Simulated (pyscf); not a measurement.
**Addition across a multiple bond or ene-type step: hydrogen cyanide (HC≡N) + ethylene (H₂C=CH₂) -> H₃C–CH₂–C≡N**

Gas phase, singlet surface, charge 0. Bonds broken: C1–H3. Bonds formed: C1–C5, H3–C4. Structures and frequencies: ωB97X-D3(BJ)/def2-SVP in PySCF.

Transition state (Å):

```xyz
9

C      0.5849     1.2826    -0.2086
N      1.5883     1.7090    -0.6841
H     -0.5307     1.0831    -0.6850
C     -0.7580    -0.3979     0.5807
C      0.0958     0.6563     1.1316
H     -1.2679    -1.1046     1.2483
H     -0.6017    -0.7581    -0.4353
H      0.7910     0.3479     1.9419
H     -0.4359     1.5519     1.4921
```

One imaginary mode, 877i cm⁻¹; descent along it reached the two sides named.

| bond | change | reactant side (Å) | saddle | product side |
|---|---|---|---|---|
| C1–H3 | breaks | 1.085 | 1.229 | 2.8 |
| C1–C5 | forms | 3.7 | 1.558 | 1.471 |
| H3–C4 | forms | 2.7 | 1.961 | 1.100 |

Electronic energies relative to the separated reactants (eV):

```
level                   barrier  reaction energy  reverse barrier
----------------------  -------  ---------------  ---------------
ωB97X-D3(BJ)/def2-TZVP     3.77            -1.64             5.41
PBE/def2-TZVP              2.73            -1.56             4.29
r²SCAN/def2-TZVP           2.97            -1.61             4.58
B3LYP-D3(BJ)/def2-TZVP     3.31            -1.48             4.79
PBE0-D3(BJ)/def2-TZVP      3.14            -1.73             4.87
M06-2X/def2-TZVP           3.75            -1.56             5.30
ωB97M-D3(BJ)/def2-TZVP     3.76            -1.52             5.28
HF/def2-TZVP               5.16            -1.35             6.51
```

With ωB97M-D3(BJ)/def2-TZVP energies and thermal terms (ideal gas, 1 atm, RRHO with modes under 100 cm⁻¹ raised to 100, one conformer, R ln 2 for chiral ones without a mode under 150 cm⁻¹), in eV:

```
T (K)   ΔH‡   ΔG‡     ΔH     ΔG
-----  ----  ----  -----  -----
298    3.71  4.14  -1.38  -0.96
600    3.70  4.57  -1.38  -0.53
900    3.71  5.01  -1.37  -0.10
1200   3.73  5.44  -1.34  +0.31
```

From the product side, CH₃• + •H₂C–C≡N lies, by one bond made or cut, 1.36 eV under this saddle at ωB97M-D3(BJ)/def2-TZVP. The same reactants have a lower exit, to cyclic C₃H₅N (SMILES C1=NCC1) (barrier +2.72 eV at ωB97M-D3(BJ)/def2-TZVP, against +3.76 eV here). One saddle was located; it need not be the lowest between these sides. One closed-shell reference is unstable to symmetry breaking; treat the single-reference values with care.
